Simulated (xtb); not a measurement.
# CHO2 (SMILES O=[C]O): GFN2-xTB

Wanted: a structure relaxation of CHO2. 

Program for the calculation: xtb 6.7.1.

4 further runs of the same task are left out: 4 set aside as unsound or not needed.

## (1) The molecule

CHO2: 4 atoms, total charge 0, spin state doublet. SMILES: `O=[C]O`. All atoms were displaced at random from a relaxed shape. The run starts from this shape.

Bond lengths: O1–C2 1.119 Å, C2–O3 1.402 Å, O3–H4 1.014 Å. Angles: O1–C2–O3 137.8°, C2–O3–H4 99.2°.

## (2) A structure relaxation at GFN2-xTB

input.xyz

```xyz
4

O      0.15166     0.30192     1.32657
C      0.46613    -0.28006     0.42361
O      0.10516    -0.37486    -0.92753
H     -0.65060     0.30107    -0.94213
```

Run with:

```console
$ xtb input.xyz --gfn 2 -c 0 -u 1 --opt extreme --parallel 1 > run.log
```

Q: Predict the results. Wanted: total energy at the end; dipole moment; HOMO energy; LUMO energy; dispersion energy; mean polarisability.

Computed results:

Level: GFN2-xTB.

```
                      quantity         value
       total energy at the end  -10.69464 Eh
                 dipole moment        2.56 D
   HOMO energy (partly filled)      -9.09 eV
                   LUMO energy      -6.52 eV
             dispersion energy  -2.36 kJ/mol
mean polarisability (D4 model)    21.2 bohr³
```

**Reading.** At the final geometry: Bond lengths: O1–C2 1.194 Å, C2–O3 1.288 Å, O3–H4 0.986 Å. Angles: O1–C2–O3 133.9°, C2–O3–H4 116.5°. The optimisation took 9 steps and changed the energy by -0.610 eV.
